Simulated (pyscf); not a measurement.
Structures and frequencies: ωB97X-D3(BJ)/def2-SVP in PySCF. MP2 and CC: frozen core, UHF for open shells. ΔMP2 is the change of the MP2 total energy from the triple- to the quadruple-zeta basis.

Q: What is the homolytic dissociation enthalpy (298 K, CCSD(T)/def2-TZVPP + ΔMP2(QZVPP)) of the Al–Si bond of `[SiH3][AlH][AsH2]`, to SiH₃• + [HAl–AsH₂]•?

A: Al–Si to SiH₃• + [HAl–AsH₂]•: 68.5 kcal/mol. The radicals are drawn with the spin at the cut bond; how far it spreads was not checked. [HAl–AsH₂]• lies 8.8 kcal/mol over its isomer H₂Al–AsH•, and others may lie lower still (electronic energy, ωB97M-D3(BJ)). The CCSD(T) − MP2 part came from Ansatz, without density fitting, on the same reference. The frozen core leaves the outer d or s,p core shells of the metals and heavy elements correlated in the MP2 and CC values, and def2-TZVPP describes them poorly, which can shift differences by a few kcal/mol. Elements up to Kr have no core potential and no relativistic terms here.
